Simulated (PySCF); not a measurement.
CH3S, SMILES [S]C (connectivity only; charge and spin as stated), charge -1, multiplicity 1. Heavy atoms are numbered as in [CH3:1][S:2]. Hydrogens are named by the atom that carries them.

Geometry: PBE0-D3(BJ)/def2-TZVPD. The multiplicity is an assumed one; other spin states were not compared. The isomer is the one that the SMILES or the coordinates give; other isomers of the formula were not compared.

Level of theory: PBE0/pcSseg-2 in PySCF.

GIAO shieldings, no solvent; atoms alike by connectivity are averaged. δ = σ(ref) − σ: ¹³C against TMS (σ = 186.1 ppm); ³³S against H2S (σ = 711.3 ppm); ¹H against TMS (σ = 31.54 ppm), references at their B3LYP-D3(BJ)/def2-TZVP geometries, non-relativistic.

```tsv
nucleus	atoms	count	δ (ppm)
¹³C	C1 (CH3)	1	21.4
³³S	S2	1	12.0
¹H	H on C1	3	2.61
```
